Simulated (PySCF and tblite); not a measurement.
The numbers below are computed, except where a source is named.
C₄H₆O₂, numbered as in [CH2:1]=[CH:2][C:3](=[O:4])[O:5][CH3:6]: conformational analysis

Geometries GFN2-xTB; weights from PBE0-D3(BJ)/def2-TZVP (IEF-PCM, chloroform) energies and GFN2-xTB thermal corrections, with symmetry numbers and mirror pairs. Conformers within 3 kcal/mol (GFN2-xTB free energy) were kept, 6 at most. GIAO shieldings: B97-2/pcSseg-1 (IEF-PCM, chloroform). Couplings: B3LYP/6-31G* with pcJ-1 on H (gas phase; spin-dipole term only for pairs with B, N, F, Si or P). TDDFT excitations: CAM-B3LYP/def2-SVPD (IEF-PCM, chloroform). Couplings are for ¹H. H–H couplings come out 0.1 to 0.9 Hz lower than with pcJ-1 on all atoms. Shifts are against TMS (¹H), TMS (¹³C) at the same level; of two unlike H on one atom, a is the less shielded. Codes: tblite and PySCF.

Torsions listed: C1–C2–C3–O5, O4–C3–O5–C6.

```csv
conformer,shape,symmetry,E(GFN2) kcal/mol,E(DFT) kcal/mol,G(298.15 K) kcal/mol,weight %,dipole D
1,"180°, 0°",Cs,0.00,0.00,0.00,69.2,2.00
2,"0°, 0°",Cs,0.75,0.51,0.48,30.8,2.80
```

Weights (%) against temperature:

| T (K) | 1 | 2 | S(mix) cal/mol/K |
| --- | --- | --- | --- |
| 220 | 75.4 | 24.6 | 1.11 |
| 260 | 71.9 | 28.1 | 1.18 |
| 298.15 | 69.2 | 30.8 | 1.23 |
| 340 | 66.9 | 33.1 | 1.26 |
| 380 | 65.1 | 34.9 | 1.29 |

Averaged shifts at 298.15 K. ¹H: 6.94 (H1a, 1H), 6.43 (H1b, 1H), 6.32 (H2, 1H), 4.01 (H6, 3H) ppm. ¹³C: 172.1 (C3), 139.8 (C1), 133.6 (C2), 54.5 (C6) ppm.

Averaged couplings (Hz): ²J(H1a,H1b) 0.2, ³J(H1a,H2) 17.3, ³J(H1b,H2) 11.5, ²J(H6,H6) -11.7.

Coordinates of conformer 1 (Å):

```xyz
12

C     2.489   -0.147   -0.191
C     1.317   -0.468    0.336
C     0.063    0.135   -0.163
O    -0.025    0.939   -1.057
O    -0.996   -0.335    0.517
C    -2.262    0.172    0.127
H     2.541    0.564   -0.999
H     3.415   -0.573    0.156
H     1.204   -1.173    1.146
H    -2.459   -0.063   -0.921
H    -2.995   -0.307    0.770
H    -2.292    1.257    0.253
```

The minima are those of GFN2-xTB; planar forms about aryl–S or allylic bonds may be saddles in DFT. Shifts are unscaled: against experiment ¹³C can be off by 15 ppm or more and ¹H by 0.8 ppm.

Search and properties took 81 s on 1 thread of Arm Neoverse V2, on a host shared with other jobs (rough), launched as `OMP_NUM_THREADS=1 python ens_run.py task.json out`.
